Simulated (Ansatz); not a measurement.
Reaction (SMILES): FOF → 2 F atom + O atom
B3LYP-D3(BJ)/def2-TZVP geometries, fixed; electronic energies without zero-point terms.

Effect of a fitting basis named in the input at r2SCAN/aug-cc-pVTZ with Ansatz (an electronic-structure program), against the last row, where the atomisation energy is 100.45 kcal/mol. Open shells are unrestricted. The default fits or decomposes integrals by the program's own choice; accuracy: high also tightens integrals, grids and stops.

```csv
setting,largest shift of a total energy (mEh),shift of the atomisation energy (kcal/mol)
fitting: def2-SV(P)-JKFIT,-0.081,0.016
fitting: def2-universal-JKFIT,-0.081,0.016
fitting: cc-pVTZ-JKFIT,-0.051,0.008
fitting: cc-pVQZ-JKFIT,-0.031,-0.005
fitting: cc-pV5Z-JKFIT,-0.028,-0.006
fitting: def2-universal-JFIT,-0.142,0.063
accuracy: high,0.002,-0.001
accuracy: medium (default),0.000,0.000
```

Within 0.02 kcal/mol in the atomisation energy: fitting: def2-SV(P)-JKFIT; fitting: def2-universal-JKFIT; fitting: cc-pVTZ-JKFIT; fitting: cc-pVQZ-JKFIT; fitting: cc-pV5Z-JKFIT; accuracy: high. The largest shift is 0.142 mEh in a total energy and 0.063 kcal/mol in the difference.
